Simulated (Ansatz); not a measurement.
# AlHO2 (SMILES [O]=[Al][OH]) at PBE/STO-3G

Aim: the vertical ionisation energy of AlHO2 at PBE/STO-3G, from 2 runs. 

The calculation is run with Ansatz 0.2.0.

62 further runs of the same task are left out: 8 that didn't finish, 54 set aside as unsound or not needed.

## Step 1: The molecule

AlHO2 has 4 atoms, charge 0, and is taken as a singlet. SMILES: `[O]=[Al][OH]`. Geometry: a GFN2-xTB relaxation, a rough one for these elements and not checked as a minimum.

Bond lengths: O1–Al2 1.572 Å, Al2–O3 1.628 Å, O3–H4 0.949 Å. Angles: O1–Al2–O3 180.0°, Al2–O3–H4 179.6°.

## Step 2: A single-point energy at PBE/STO-3G

File run.yaml:

```yaml
crystal:
  periodic: [false, false, false]
  atoms:
    - {symbol: O, position_ang: [-1.605830, -1.403740, -0.651200]}
    - {symbol: Al, position_ang: [-0.474020, -0.415070, -0.191330]}
    - {symbol: O, position_ang: [0.698750, 0.609040, 0.285100]}
    - {symbol: H, position_ang: [1.381100, 1.209770, 0.557430]}
basis:
  gaussian: {orbitals: STO-3G}
hamiltonian: {xc: pbe}
accuracy: high
```

Started as:

```bash
$ ansatz run run.yaml --threads 1 --pin off --max-ram 2610MiB --events-out events.jsonl --progress --plain --runs-dir runs
```

Standard output:

```text
Warning: RAYON_NUM_THREADS=1 ignored (pool sized by the plan → 1); use --threads N
Functional definition: PBE
  name "PBE"
  parameter kappa = 0.804
  parameter beta = 0.06672455060314922
  exchange = pbe_x(kappa = kappa, mu = beta*pi^2/3)
  correlation = pbe_c(beta = beta)
342 factors; integrals over basis functions are off by at most 1.7e-8 eV
mean field evaluation 1: about -10550.6404 eV, gradient 4.7e1 eV
mean field evaluation 2: about -10379.9586 eV, gradient 1.9e2 eV
mean field evaluation 4: about -10560.2331 eV, gradient 6.3e0 eV
mean field evaluation 8: about -10560.3481 eV, gradient 1.1e0 eV
mean field evaluation 16: about -10560.3214 eV, gradient 2.5e-5 eV
mean field -10560.32137734 eV, -388.0846525745 hartree, gradient 7.7e-9 eV, S^2 0.000000; 0 other end points of the search recorded, 0 dependent functions left out
reference -10560.32137906 eV, -388.0846526374 hartree; 15, 15 occupied and 5, 5 virtual orbitals, 342 factors
Total energy: -10560.32137906 eV, -388.0846526374 hartree
```

Run time: 0.83 s. Hardware: 1 thread of Intel Xeon 6975P-C (Granite Rapids), shared host.

## Step 3: The doublet cation at the same level

File in.yaml:

```yaml
crystal:
  periodic: [false, false, false]
  atoms:
    - {symbol: O, position_ang: [-1.605830, -1.403740, -0.651200]}
    - {symbol: Al, position_ang: [-0.474020, -0.415070, -0.191330]}
    - {symbol: O, position_ang: [0.698750, 0.609040, 0.285100]}
    - {symbol: H, position_ang: [1.381100, 1.209770, 0.557430]}
basis:
  gaussian: {orbitals: STO-3G}
accuracy: high
hamiltonian: {xc: pbe}
magnetization: {spin_polarized: true, initial_magnetization: 1}
total_charge: 1
```

Started as:

```bash
$ ansatz run in.yaml --threads 1 --pin off --max-ram 2610MiB --events-out events.jsonl --progress --plain --runs-dir runs
```

Standard output:

```text
Warning: RAYON_NUM_THREADS=1 ignored (pool sized by the plan → 1); use --threads N
[... 6 set-up lines as earlier in the session ...]
342 factors; integrals over basis functions are off by at most 1.7e-8 eV
mean field evaluation 1: about -10546.0663 eV, gradient 3.3e1 eV
mean field evaluation 2: about -10464.7118 eV, gradient 1.2e2 eV
mean field evaluation 4: about -10550.5565 eV, gradient 2.7e1 eV
mean field evaluation 8: about -10555.1813 eV, gradient 2.4e-2 eV
mean field evaluation 16: about -10555.1518 eV, gradient 2.1e-5 eV
mean field evaluation 32: about -10555.1518 eV, gradient 3.9e-5 eV
mean field evaluation 64: about -10555.1518 eV, gradient 3.6e-4 eV
mean field evaluation 96: about -10555.1518 eV, gradient 2.4e-2 eV
mean field evaluation 128: about -10555.1518 eV, gradient 1.0e-2 eV
mean field -10555.15179523 eV, -387.8946739358 hartree, gradient 1.5e-8 eV, S^2 0.759022; 6 other end points of the search recorded, 0 dependent functions left out
reference -10555.15179695 eV, -387.8946739992 hartree; 15, 14 occupied and 5, 6 virtual orbitals, 342 factors
Total energy: -10555.15179695 eV, -387.8946739992 hartree
```

It took 26 s on 1 thread of Intel Xeon 6975P-C (Granite Rapids), shared host; peak memory 0.14 GiB.

## Step 4: What came out

Level: PBE/STO-3G.

| quantity | value |
| --- | --- |
| singlet AlHO2: total energy | -388.08465 Eh |
| doublet cation: total energy | -387.89467 Eh |
| doublet cation: ⟨S²⟩ | 0.759 |
| vertical ionisation energy (to the doublet cation) | 5.170 eV |

In words: The vertical ionisation energy comes to 5.17 eV (119 kcal/mol). In a minimal basis such a difference can be off by several eV, whatever the method.
